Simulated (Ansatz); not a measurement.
# C₄H₉F: one species, many methods

One table from this session's results is given with a row withheld; the runs are named, their logs left out.

Computed with Ansatz 0.2.0, Gaussian basis. Level: functionals in def2-TZVPP, the program's frozen cores in correlated methods.

The runs, in order: LDA (SPW92), PBE-D4, revPBE-D4, BLYP-D4, r2SCAN-D4, B97M-V, PBE0-D4, B3LYP-D4, r2SCANh-D4, r2SCAN0-D4, HSE06-D4, BHLYP-D4, CAM-B3LYP-D4, LC-ωPBE, ωB97X-V, ωB97M-V, B2PLYP, PBE-QIDH; CCSD(T)/def2-SVP; CCSD(T)/def2-TZVPP; MP2/def2-QZVPP; extrapolation to the limit; RPA on PBE.

**The relaxed structure**

The geometry comes from an earlier relaxation with PBE0-D4 in a triple-zeta def2 set; it is a stationary point, not always the lowest conformer.

SMILES `CCC(C)F`, 14 atoms, charge 0, spin multiplicity 1.

Atoms are counted from 1 here; the program's logs count them from 0.

Bond lengths: C1–C2 1.518 Å, C1–H6 1.092 Å, C1–H7 1.091 Å, C1–H8 1.094 Å, C2–C3 1.512 Å, C2–H9 1.095 Å, C2–H10 1.096 Å, C3–C4 1.507 Å, C3–F5 1.397 Å, C3–H11 1.098 Å, C4–H12 1.092 Å, C4–H13 1.092 Å, C4–H14 1.091 Å. Angles: C2–C1–H6 111.1°, C2–C1–H7 110.9°, C2–C1–H8 111.1°, H6–C1–H7 108.0°, H6–C1–H8 107.7°, H7–C1–H8 107.8°, C1–C2–C3 113.3°, C1–C2–H9 110.3°, C1–C2–H10 110.4°, C3–C2–H9 107.8°, C3–C2–H10 108.1°, H9–C2–H10 106.6°, C2–C3–C4 113.8°, C2–C3–F5 108.6°, C2–C3–H11 109.8°, C4–C3–F5 108.2°, C4–C3–H11 110.3°, F5–C3–H11 105.8° and more.

The first run:

in.yaml

```yaml
crystal:
  periodic: [false, false, false]
  atoms:
    - {symbol: C, position_ang: [-0.960088, 1.685646, -0.056558]}
    - {symbol: C, position_ang: [-0.021671, 0.611959, 0.464230]}
    - {symbol: C, position_ang: [0.018412, -0.621218, -0.409670]}
    - {symbol: C, position_ang: [0.933526, -1.702704, 0.104861]}
    - {symbol: F, position_ang: [0.455597, -0.249639, -1.683354]}
    - {symbol: H, position_ang: [-0.953958, 2.562939, 0.593314]}
    - {symbol: H, position_ang: [-0.667468, 2.004883, -1.058158]}
    - {symbol: H, position_ang: [-1.988642, 1.317890, -0.109979]}
    - {symbol: H, position_ang: [-0.322260, 0.299699, 1.470181]}
    - {symbol: H, position_ang: [0.998027, 1.003500, 0.548782]}
    - {symbol: H, position_ang: [-0.997593, -1.014041, -0.544548]}
    - {symbol: H, position_ang: [0.582603, -2.067630, 1.072805]}
    - {symbol: H, position_ang: [1.948379, -1.317123, 0.227137]}
    - {symbol: H, position_ang: [0.962136, -2.543260, -0.590242]}
basis:
  gaussian: {orbitals: def2-TZVPP}
hamiltonian: {xc: lda}
output: {orbitals: {seedname: orbitals}}
```

Steps of the session up to this table: LDA; PBE-D4 (GGA); revPBE-D4 (GGA); BLYP-D4 (GGA); r2SCAN-D4 (meta-GGA); B97M-V (meta-GGA); PBE0-D4 (hybrid); B3LYP-D4 (hybrid); r2SCANh-D4 (hybrid); r2SCAN0-D4 (hybrid); HSE06-D4 (hybrid); BHLYP-D4 (hybrid); CAM-B3LYP-D4 (range-separated); LC-ωPBE-D4 (range-separated; the results give it without D4); ωB97X-V (range-separated); ωB97M-V (range-separated); B2PLYP (double hybrid); PBE-QIDH (double hybrid).

One table of the session follows, with a row left open; its other results are not shown here.

It belongs to the step «Orbital energies across the functionals». 

```
  functional  HOMO (eV)  LUMO (eV)  gap (eV)
 LDA (SPW92)      -7.50       0.32      7.83
      PBE-D4      -7.40       0.47      7.87
   revPBE-D4      -7.34       0.55      7.90
     BLYP-D4          ?          ?         ?
   r2SCAN-D4      -7.74       1.27      9.01
      B97M-V      -7.92       0.64      8.55
     PBE0-D4      -8.98       1.28     10.26
    B3LYP-D4      -8.79       0.93      9.72
  r2SCANh-D4      -8.33       1.50      9.83
  r2SCAN0-D4      -9.20       1.82     11.02
    HSE06-D4      -8.57       0.91      9.48
    BHLYP-D4     -10.50       1.85     12.35
CAM-B3LYP-D4     -10.47       2.02     12.49
     LC-ωPBE     -11.77       3.33     15.09
     ωB97X-V     -11.46       3.12     14.58
     ωB97M-V     -11.36       2.69     14.05
```

Q: Estimate the row for BLYP-D4 from the others.

Worked estimate for «HOMO (eV)». Against the share of exact exchange, B3LYP-D4 (0.2, -8.79), BHLYP-D4 (0.5, -10.50) give a slope of -5.70 per unit share; at 0 the line stands at -7.65.

The run gave: HOMO (eV): -7.36; LUMO (eV): 0.45; gap (eV): 7.81. In «HOMO (eV)» the line misses by -0.29.
